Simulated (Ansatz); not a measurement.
Total energies of the cluster S₄⁻ (the lowest doublet isomer of a short search) from Ansatz at PBE0-D4/def2-TZVPD, gas phase (1 Eh = 27.2114 eV = 2625.5 kJ/mol). The reference geometry is relaxed at PBE-D4/def2-TZVPD.

Cartesian coordinates in Å:
```
S -1.7563 -0.1356 0.7906
S 0.9183 -1.5534 -0.6869
S -0.4737 1.3177 0.4412
S 1.3118 0.3713 -0.5448
```

```json
{"state": "charge -1 doublet", "geometry": "reference", "energy (Eh)": "-1592.36278"}
{"state": "charge 0 singlet", "geometry": "reference", "energy (Eh)": "-1592.25958"}
{"state": "charge -1 quartet", "geometry": "relaxed at PBE-D4/def2-TZVPD", "energy (Eh)": "-1592.32904"}
```

Problem. Work out the vertical ionisation energy to the singlet.

Solution. E(charge 0 singlet) − E(charge -1 doublet) = -1592.25958 − (-1592.36278) = 0.10320 Eh = 2.81 eV. For comparison, −ε of the highest occupied level of the spin that leaves is 0.98 eV at this level, 1.83 eV less.

Problem. Which of the charge -1 states is lowest, and how far above it are the others?

Solution. The doublet. quartet: -1592.32904 − (-1592.36278) = 0.03374 Eh = 88.6 kJ/mol. The quartet has fallen apart, so its energy is that of loose fragments and no spin gap. The quartet differs in its bonds from the reference.

A triplet lies near this restricted singlet, and broken spin symmetry wasn't tried. 

The structure comes from a short search, and lower isomers may exist.
